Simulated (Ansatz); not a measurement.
## Heat of formation of SiH2Cl2 (dichlorosilane (DCS)) from total energies

SiH2Cl2 has 5 atoms, charge 0, and is taken as a singlet. SMILES: `Cl[SiH2]Cl`. The shape is that of a PBE0-D4/def2-TZVP optimisation.

```xyz
5

Cl   -1.0361   -0.3934    1.6093
Si    0.1368   -0.0717   -0.0289
Cl   -0.7992    1.1968   -1.3240
H     0.3520   -1.3622   -0.7112
H     1.3965    0.5566    0.4134
```

Total energies at HF/3-21G (Ansatz 0.2.0); the atoms run unrestricted:

| species | state | energy (Eh) |
| --- | --- | --- |
| SiH2Cl2 | singlet | -1203.213674 |
| Cl | doublet | -457.276552 |
| Si | triplet | -287.344431 |
| H | doublet | -0.496199 |

Harmonic wavenumbers at PBE0-D4/def2-TZVP, in cm⁻¹: 186, 529, 592, 594, 707, 871, 950, 2272, 2286.

Measured heats of formation of the gaseous atoms at 298.15 K, in kJ/mol: Cl 121.3, Si 450.0, H 218.0. Spin-orbit lowering of the atoms at 298 K (mean of the ground term's levels less their thermal mean, from spectra), in kJ/mol: Cl 3.44, Si 0.44. Take 1 Eh = 2625.50 kJ/mol, 1 cm⁻¹ = 0.0119627 kJ/mol, RT = 2.479 kJ/mol.

Task: Work out the heat of formation of the gas at 298 K.

Result: 
1. Electronic atomisation energy: 2 × (-457.276552) + (-287.344431) + 2 × (-0.496199) − (-1203.213674) = 0.323741 Eh = 850.0 kJ/mol.
2. Zero-point energy: half the sum of the wavenumbers, 4493.5 cm⁻¹ = 53.8 kJ/mol.
3. Thermal vibrational enthalpy, Σ hcν̃/(exp(hcν̃/kT) − 1): 3.5 kJ/mol. Translation, rotation and pV of a non-linear molecule: 4 RT = 9.9 kJ/mol.
4. The 5 free atoms carry 5/2 RT each: 31.0 kJ/mol.
5. Spin-orbit coupling lowers the free atoms by 2 × 3.44 + 0.44 = 7.3 kJ/mol.
6. Atomisation enthalpy at 298 K: 850.0 − 7.3 − 53.8 − 3.5 − 9.9 + 31.0 = 806.5 kJ/mol.
7. Sum of the atoms' heats of formation: 1128.6 kJ/mol. Heat of formation: 1128.6 − 806.5 = +322.1 kJ/mol.

The tabulated value is -320.5 kJ/mol (NIST-JANAF tables), so this level is off by +642.6 kJ/mol, or 44.3 % of the atomisation enthalpy that the table implies (1449.1 kJ/mol). Hartree–Fock leaves out correlation, which is larger in the molecule than in the atoms, so it underbinds and puts the heat of formation too high. A basis without polarisation functions underbinds badly. Anharmonicity and any spin-orbit splitting of the molecule are left out.
